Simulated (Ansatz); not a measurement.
# H2Li: the cost of one run

Program: Ansatz 0.2.0. Level of theory: the levels named in each step. These are calculated values, not measurements.

### 1 The starting structure

The closest two atoms stand 0.857 Å apart.

As a file:

```xyz
3

H     0.0000    0.0000   -1.2608
H     0.0000    0.0000   -0.4040
Li    0.0000    0.0000    1.6648
```

### 2 A rough first relaxation, PBE-D4/def2-SVP

Contents of input.yaml:

```yaml
crystal:
  periodic: [false, false, false]
  atoms:
    - { symbol: H, position_ang: [0.0, 0.0, -1.26082] }
    - { symbol: H, position_ang: [0.0, 0.0, -0.40399] }
    - { symbol: Li, position_ang: [0.0, 0.0, 1.6648] }
total_charge: 1
basis:
  gaussian: { orbitals: def2-SVP }
hamiltonian:
  xc: pbe
  dispersion: d4
relax:
  f_tol: 0.03
  max_steps: 200
```

Run with:

```console
> ansatz run input.yaml --threads 1 --pin off --max-ram 2560MiB --backend cpu --events-out ev --progress --plain --runs-dir out
```

Q: Estimate wall time and peak memory on 1 thread of Intel Xeon at 2.50GHz (Skylake/Cascade Lake), shared host.

About 2.5 s, with a peak of 0.088 GiB.
